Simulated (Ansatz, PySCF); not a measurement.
C₂H₆S. Atoms are numbered in the order given.

```xyz
9

C      1.3688     0.0000    -0.5070
S      0.0000     0.0000     0.6544
C     -1.3688     0.0000    -0.5070
H      1.3533    -0.8926    -1.1358
H      2.2887     0.0000     0.0784
H      1.3533     0.8926    -1.1358
H     -1.3533    -0.8926    -1.1358
H     -2.2887     0.0000     0.0784
H     -1.3533     0.8926    -1.1358
```
Charge 0, spin multiplicity 1.

Geometry optimised at PBE0-D3(BJ)/def2-TZVP.

Vertical ionisation energy (IE) and electron affinity (EA) in eV. Rows of orbital energies are one-electron estimates. Where ΔSCF, EOM or ADC give a negative EA the extra electron is unbound and the value depends on the basis.

```tsv
level	IE	EA
−ε(HOMO), −ε(LUMO), r2SCAN/def2-TZVPD (PySCF)	5.27	-0.17
−ε(HOMO), −ε(LUMO), PBE/def2-TZVPD (PySCF)	…	…
ΔSCF, CAM-B3LYP/def2-SVPD (Ansatz), final states of multiplicity 2 and 2	8.70	-1.96
ΔSCF, PBE/def2-SVPD (Ansatz), final states of multiplicity 2 and 2	8.54	-1.65
```

Question: Complete the blanks. (The exact figures need the calculation; the answer reports its results.)

Answer: 
- −ε(HOMO), −ε(LUMO), PBE/def2-TZVPD (PySCF), IE: 5.06
- −ε(HOMO), −ε(LUMO), PBE/def2-TZVPD (PySCF), EA: 0.33

Question: What vertical singlet–triplet gap does ΔSCF give with CAM-B3LYP/def2-SVPD (Ansatz, a program for electronic structure) and with PBE/def2-SVPD (Ansatz)? (The exact figures need the calculation; the answer reports its results.)

Answer: 5.22 and 4.89 eV (triplet above singlet where positive).
